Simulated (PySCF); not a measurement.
Numbering as in the mapped SMILES `[CH3:1][P:2]([CH3:3])([CH3:4])=[NH:5]` (H(Xn): hydrogen on atom n).

GIAO PBE0/pcSseg-1 shifts (PySCF 2.14, gas phase, non-relativistic, equivalent atoms averaged), each against references optimised in the same way as the molecule (TMS, H3PO4, NH3).

On the GFN2-xTB geometry: C1/C3/C4 23.3, P2 -18.6, N5 50.0, H(C1)/H(C3)/H(C4) 1.25, H(N5) 0.03 ppm.

Problem. What changes on the PBE0-D3(BJ)/def2-SVP geometry?

Solution. 
| atoms | δ (ppm) | change |
| --- | --- | --- |
| C1/C3/C4 | 21.6 | -1.7 |
| P2 | -23.7 | -5.1 |
| N5 | 49.1 | -0.9 |
| H(C1)/H(C3)/H(C4) | 1.15 | -0.10 |
| H(N5) | -0.35 | -0.38 |

Bonds between heavy atoms that differ most (equivalent bonds averaged): P2–N5 1.556 → 1.571 Å, C1–P2 1.841 → 1.827 Å. Mean change of bonds to hydrogen: C–H +0.012 Å, N–H +0.009 Å.
